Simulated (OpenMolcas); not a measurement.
**Si2H6 (disilane): levels of theory compared**

We compute a comparison of 6 runs (HF/STO-3G, B3LYP/6-31G*, B2PLYP/aug-cc-pVDZ, BHLYP/aug-cc-pVDZ, PBE0/aug-cc-pVDZ, MP2/aug-cc-pVDZ) of Si2H6 (disilane). 

The results are computed with OpenMolcas 26.06.

## (1) The system as given

The species is Si2H6 (8 atoms), meant as a singlet with charge 0. SMILES: `[SiH3][SiH3]`. Geometry: relaxed at PBE0-D4/def2-TZVP.

Bond lengths: Si1–Si2 2.338 Å, Si1–H3 1.488 Å, Si1–H4 1.488 Å, Si1–H5 1.488 Å, Si2–H6 1.488 Å, Si2–H7 1.488 Å, Si2–H8 1.488 Å. Some angles: Si1–Si2–H6 110.3°, Si1–Si2–H7 110.3°, Si1–Si2–H8 110.3°, Si2–Si1–H3 110.3°, Si2–Si1–H4 110.3°, Si2–Si1–H5 110.3°, H6–Si2–H7 108.7°, H6–Si2–H8 108.7°, H7–Si2–H8 108.7°, H3–Si1–H4 108.7°.

## (2) Energy and forces at HF/STO-3G (run 1)

File calc.input:

```
&GATEWAY
  BasLib=$CurrDir
  Coord
  8
  angstrom
  Si      -0.340500       0.490200      -1.004900
  Si       0.363500      -0.504400       0.991000
  H        0.833900       0.948200      -1.794900
  H       -1.112900      -0.483900      -1.821900
  H       -1.208000       1.664100      -0.717900
  H        1.139000       0.468600       1.806300
  H        1.228100      -1.680500       0.704000
  H       -0.811000      -0.959200       1.782600
  Basis=STO-3G
  Group=NoSym

&SEWARD

&SCF
  Thresholds=1e-10 1e-07 1e-07 1e-05
  PrOrbitals=1

&ALASKA
```

The basis set STO-3G is read from a file made from the Basis Set Exchange's data (not shown).

The run is started by

```bash
$ export MOLCAS_MEM=1860
$ pymolcas calc.input > calc.log
```

Standard output:

```text
--- Start Module: gateway ---
[...]
--- Stop Module: gateway /rc=_RC_ALL_IS_WELL_ ---
[...]
      Basis functions           24
[...]
--- Start Module: scf ---
[...]
       Convergence after  10 Iterations
[...]
::    Total SCF energy                               -574.6931630898
[...]
      Total spin, S                                     0.0000000000
[...]
      Total electronic charge=   34.000000
      Total            charge=   -0.000000
[...]
      Dipole Moment (debye):
      Origin of the operator (angstrom)=    0.0115   -0.0071   -0.0070
                   X= -1.0113E-04               Y=  1.1397E-04               Z=  1.0405E-04           Total=  1.8451E-04
      Quadrupole Moment (debye*angstrom):
[...]
--- Stop Module: scf /rc=_RC_ALL_IS_WELL_ ---
--- Start Module: alaska ---
[...]
 *              Molecular gradients               *
 **************************************************
  Irreducible representation: a
 ------------------------------------------------------------------------------------------
                              X                       Y                       Z
 ------------------------------------------------------------------------------------------
  SI1              -8.07743088206081E-04    1.10761619093047E-03   -2.22394381613178E-03
  SI2               7.79891565978463E-04   -1.07769514869593E-03    2.25601988505275E-03
  H3                2.72178898788473E-02    9.68957798598313E-03   -1.65098571953468E-02
  H4               -1.70388859233248E-02   -2.28646225715221E-02   -1.71165834521863E-02
  H5               -1.92034428884296E-02    2.59558589176740E-02    7.97880993786992E-03
  H6                1.71069305416798E-02    2.28274169210678E-02    1.70633960484285E-02
  H7                1.91482525503694E-02   -2.60249922505360E-02   -7.97929287222121E-03
  H8               -2.72028926369039E-02   -9.61316004490520E-03    1.65314514644703E-02
[...]
--- Stop Module: alaska /rc=_RC_ALL_IS_WELL_ ---
[...]
```

Run time: 1.7 s. Hardware: 1 thread of Arm Neoverse V2, shared host; peak memory 0.37 GiB.

## (3) Energy and forces at B3LYP/6-31G(d) (Cartesian functions) (run 2)

File mol.inp:

```
* H6Si2 Kohn-Sham DFT
&GATEWAY
BasLib = $CurrDir
Coord
8
angstrom
Si      -0.340500       0.490200      -1.004900
Si       0.363500      -0.504400       0.991000
H        0.833900       0.948200      -1.794900
H       -1.112900      -0.483900      -1.821900
H       -1.208000       1.664100      -0.717900
H        1.139000       0.468600       1.806300
H        1.228100      -1.680500       0.704000
H       -0.811000      -0.959200       1.782600
Basis = 6-31Gs
Group = NoSym
&SEWARD
GridInput
Grid=UltraFine
End of Grid
&SCF
KSDFT = B3LYP
Thresholds = 1e-10 1e-07 1e-07 1e-05
PrOrbitals = 1 2
&ALASKA
```

The basis set 6-31G* is read from a file made from the Basis Set Exchange's data (not shown).

The run is started by

```bash
$ export MOLCAS_MEM=1860
$ pymolcas mol.inp > mol.log
```

Standard output:

```text
--- Start Module: gateway ---
[...]
--- Stop Module: gateway /rc=_RC_ALL_IS_WELL_ ---
[...]
      Basis functions           50
[...]
--- Start Module: scf ---
[...]
       Convergence after  10 Iterations
[...]
::    Total KS-DFT energy                            -582.5826692950
[...]
      Total spin, S                                     0.0000000000
[...]
      Total electronic charge=   34.000000
      Total            charge=   -0.000000
[...]
      Dipole Moment (debye):
      Origin of the operator (angstrom)=    0.0115   -0.0071   -0.0070
                   X= -1.2012E-04               Y=  1.3112E-04               Z=  1.4188E-04           Total=  2.2749E-04
      Quadrupole Moment (debye*angstrom):
[...]
--- Stop Module: scf /rc=_RC_ALL_IS_WELL_ ---
[...]
--- Start Module: alaska ---
[...]
 *              Molecular gradients               *
 **************************************************
  Irreducible representation: a
 ------------------------------------------------------------------------------------------
                              X                       Y                       Z
 ------------------------------------------------------------------------------------------
  SI1               1.83018132327462E-04   -2.82753694610616E-04    5.61807570834461E-04
  SI2              -2.02484845484019E-04    3.03848924710248E-04   -5.39001749730872E-04
  H3               -8.83574164829426E-05   -3.48311649935429E-04    6.77396943945752E-04
  H4                3.61334342501518E-04   -2.25488712572997E-05    6.87352662494867E-04
  H5                3.76366161990660E-04   -5.23939096490178E-04    4.35820369905637E-04
  H6               -3.62452371744926E-04    1.21987796943834E-05   -6.99069703223643E-04
  H7               -3.69718233543370E-04    5.07528729134954E-04   -4.36700666235912E-04
  H8                1.02294230451605E-04    3.53976878760376E-04   -6.87605428038918E-04
[...]
--- Stop Module: alaska /rc=_RC_ALL_IS_WELL_ ---
[...]
```

Wall time 13 s (1 thread of Arm Neoverse V2, shared host); peak memory 0.38 GiB.

Runs 3 to 5 aren't shown in full; the table further down has their settings and results.

## (4) The energy at MP2/aug-cc-pVDZ (run 6)

File calc.inp:

```
* H6Si2 MP2

&gateway
 baslib
 $CurrDir
 coord
 8
 angstrom
 Si      -0.340500       0.490200      -1.004900
 Si       0.363500      -0.504400       0.991000
 H        0.833900       0.948200      -1.794900
 H       -1.112900      -0.483900      -1.821900
 H       -1.208000       1.664100      -0.717900
 H        1.139000       0.468600       1.806300
 H        1.228100      -1.680500       0.704000
 H       -0.811000      -0.959200       1.782600
 basis
 aug-cc-pVDZ
 group
 NoSym

&seward

&scf
 thresholds
 1e-10 1e-07 1e-07 1e-05
 prorbitals
 1 2

&mbpt2
 frozen
 10
```

The basis set aug-cc-pVDZ is read from a file made from the Basis Set Exchange's data (not shown).

The run is started by

```bash
$ export MOLCAS_MEM=1860
$ pymolcas calc.inp > calc.log
```

Standard output:

```text
--- Start Module: gateway ---
[...]
--- Stop Module: gateway /rc=_RC_ALL_IS_WELL_ ---
[...]
      Basis functions          108
[...]
--- Start Module: scf ---
[...]
       Convergence after  10 Iterations
[...]
::    Total SCF energy                               -581.3405815189
[...]
      Total spin, S                                     0.0000000000
[...]
      Total electronic charge=   34.000000
      Total            charge=   -0.000000
[...]
      Dipole Moment (debye):
      Origin of the operator (angstrom)=    0.0115   -0.0071   -0.0070
                   X= -1.2585E-04               Y=  1.3626E-04               Z=  1.4770E-04           Total=  2.3711E-04
      Quadrupole Moment (debye*angstrom):
[...]
--- Stop Module: scf /rc=_RC_ALL_IS_WELL_ ---
[...]
--- Start Module: mbpt2 ---
[...]
WARNING!
Default frozen orbitals as non valence orbitals is overwritten by user input.
Default values:   4
[...]
       Reference weight ( Cref**2 )         =        0.90545
::    Total MBPT2 energy                             -581.5646421528
[...]
      Total MBPT2 calculations                           0.39      0.43
--- Stop Module: mbpt2 /rc=_RC_ALL_IS_WELL_ ---
[...]
```

It took 9.3 s on 1 thread of Arm Neoverse V2, shared host; peak memory 0.63 GiB.

## (5) The series

```tsv
run	level	Cartesian functions	integration grid	energy (Eh)	dipole moment (D) of the reference	HOMO energy (eV)	LUMO energy (eV)	wall time
1	HF/STO-3G	no	–	-574.693163	0.00	-8.73	11.05	1.7 s
2	B3LYP/6-31G* (Cartesian functions)	yes	UltraFine	-582.582669	0.00	-8.10	0.59	13 s
3	B2PLYP/aug-cc-pVDZ	no	UltraFine	-582.300859	0.00	-9.34	0.35	29 s
4	BHLYP/aug-cc-pVDZ	no	UltraFine	-582.563716	0.00	-9.41	0.22	37 s
5	PBE0/aug-cc-pVDZ	no	UltraFine	-582.315740	0.00	-8.39	-0.10	38 s
6	MP2/aug-cc-pVDZ	no	–	-581.564642	0.00	-11.01	1.07	9.3 s
```

## (6) Summary of results

```
                                           quantity          value
                                run 6: total energy  -581.56464 Eh
          run 6: dipole moment (mean-field density)         0.00 D
         run 6: HOMO energy (Hartree–Fock orbitals)      -11.01 eV
         run 6: LUMO energy (Hartree–Fock orbitals)        1.07 eV
       run 6: HOMO–LUMO gap (Hartree–Fock orbitals)       12.08 eV
run 6: correlation energy (10 core orbitals frozen)     -224.1 mEh
```

In words: Over runs 1, 2, 3, 4, 5 the HOMO–LUMO gap runs from 8.29 eV (PBE0/aug-cc-pVDZ) to 19.78 eV (HF/STO-3G). The two ends differ in method and basis. For B2PLYP the log adds the whole second-order term; the table takes 0.27 of it, as the functional is defined. Totals of different functionals can't be ranked against each other. In run 1 the basis is minimal, so the values are rough. All runs together took 2.1 min, the longest 38 s.
